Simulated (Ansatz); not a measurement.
```yaml
crystal:
  periodic: [false, false, false]
  atoms:
    - {symbol: S, position_ang: [-1.639250, -0.524371, -1.002936]}
    - {symbol: C, position_ang: [0.053211, -0.601387, 0.033892]}
    - {symbol: N, position_ang: [0.276691, -1.143016, 0.898861]}
    - {symbol: C, position_ang: [0.728083, 0.402327, 0.585594]}
    - {symbol: H, position_ang: [-1.559583, 0.717478, -1.528568]}
    - {symbol: H, position_ang: [0.726781, 0.677655, 1.542332]}
    - {symbol: H, position_ang: [1.634770, 0.364477, 0.040700]}
basis:
  gaussian: {orbitals: def2-TZVP}
magnetization: {spin_polarized: true, initial_magnetization: 2}
hamiltonian: {xc: {name: B3LYP}}
accuracy: high
scf: {lower_state_search: light}
output: {forces: true}
```

```sh
$ ansatz run in.yaml --threads 2 --pin off --events-out ev --progress --plain --max-ram 4352MiB
```

It prints (some lines left out):

```
Functional definition: B3LYP
2617 factors; integrals over basis functions are off by at most 3.9e-9 eV
mean field evaluation 1: about -14420.6227 eV, gradient 6.3e1 eV
mean field evaluation 2: about -14230.4598 eV, gradient 1.8e2 eV
mean field evaluation 4: about -14438.2530 eV, gradient 2.3e1 eV
mean field evaluation 8: about -14440.6908 eV, gradient 4.6e-1 eV
mean field evaluation 16: about -14440.7451 eV, gradient 2.9e-2 eV
mean field evaluation 32: about -14440.7453 eV, gradient 1.8e-6 eV
mean field -14440.74529383 eV, -530.6876012595 hartree, gradient 8.6e-8 eV, S^2 2.008219; 3 other end points of the search recorded, 0 dependent functions left out
reference -14440.74533118 eV, -530.6876026320 hartree; 20, 18 occupied and 128, 130 virtual orbitals, 2617 factors
Total energy: -14440.74533118 eV, -530.6876026320 hartree
Atom 0 at    -1.639250    -0.524371    -1.002936 Å, force    -1.668955     0.562729    -1.037329 eV/Å
Atom 1 at     0.053211    -0.601387     0.033892 Å, force    -8.065315     5.937573   -21.275212 eV/Å
Atom 2 at     0.276691    -1.143016     0.898861 Å, force     3.663073   -16.320674    20.553818 eV/Å
Atom 3 at     0.728083     0.402327     0.585594 Å, force     4.685849     6.783934    -1.736842 eV/Å
Atom 4 at    -1.559583     0.717478    -1.528568 Å, force     0.172872    -0.173608     0.081409 eV/Å
Atom 5 at     0.726781     0.677655     1.542332 Å, force    -0.095304     1.514882     3.707267 eV/Å
Atom 6 at     1.634770     0.364477     0.040700 Å, force     1.307780     1.695165    -0.293111 eV/Å
Dipole moment:     0.241374     0.348420    -0.044958 e Å
```

It took 17 s on 2 threads of an AMD EPYC 7B13 on a shared host, with 0.75 GiB of host memory at the peak.
